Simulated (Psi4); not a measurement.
This Psi4 input (MP2/pcseg-3) gives -76.34650 Eh with 126 basis functions.

```
memory 2025 MB

molecule {
0 1
O     0.00702152    0.00134342    0.11666744
H    -0.04995842    0.75929218   -0.47415850
H    -0.00621371   -0.77003954   -0.45918106
}

set {
  basis pcseg-3
  scf_type df
  freeze_core true
}

energy('mp2')
print_variables()
```

Change:
```diff
- basis pcseg-3
+ basis def2-tzvp
```

### Question
What does the run give now?

### Answer
-76.31297 Eh (MP2/def2-TZVP, 43 functions), a change of +33.53 mEh.
